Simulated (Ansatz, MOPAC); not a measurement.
Gas-phase reaction in SMILES: [SiH3][SiH3] (Si2H6) → 2 [SiH3] (SiH3) (the Si-Si bond breaks)

Wanted: bond dissociation energy (enthalpy at 298 K), in kcal/mol. Conventions: open shells spin-unrestricted; non-relativistic; dispersion terms only where a functional's name holds one; spin-orbit terms left out. Ab initio and DFT rows: single points at B3LYP-D3(BJ) geometries (Ansatz, a program for electronic structure), with unscaled harmonic terms from B3LYP/6-31G* (Ansatz) at its own minima. Semi-empirical rows: MOPAC heats of formation at their own minima for 298 K.

```
species               coefficient  E at HF/3-21G (Ansatz), Eh  E at wB97M-V/def2-TZVPD (Ansatz), Eh  H(298 K) - E, kcal/mol  heat of formation at MNDO (MOPAC), kcal/mol
--------------------  -----------  --------------------------  ------------------------------------  ----------------------  -------------------------------------------
[SiH3][SiH3] (Si2H6)           -1                  -578.24089                            -582.52104                   34.66                                        22.38
[SiH3] (SiH3)                  +2                  -289.08048                            -291.19666                   15.85                                        36.02
```

Measured values: G2/97 table in ASE (Curtiss et al.); they hold spin-orbit and core effects, anharmonicity.  Value to compare with, the measured value: 76.7 kcal/mol. 1 Eh = 627.5095 kcal/mol.

Q: Compute it at each level from the table, and compare with the measured value.

A: 
- HF/3-21G: the sum of coefficient times E is 0.07993 Eh, or 50.16 kcal/mol; the thermal terms add -2.96. Result: 47.2 kcal/mol. Its error against the measured value is -29.5 kcal/mol.
- wB97M-V/def2-TZVPD: the sum of coefficient times E is 0.12772 Eh, or 80.15 kcal/mol; the thermal terms add -2.96. Result: 77.2 kcal/mol. Its error against the measured value is 0.5 kcal/mol.
- MNDO: the sum of coefficient times heat of formation is 49.66 kcal/mol; it needs no thermal term. Its error against the measured value is -27.0 kcal/mol.
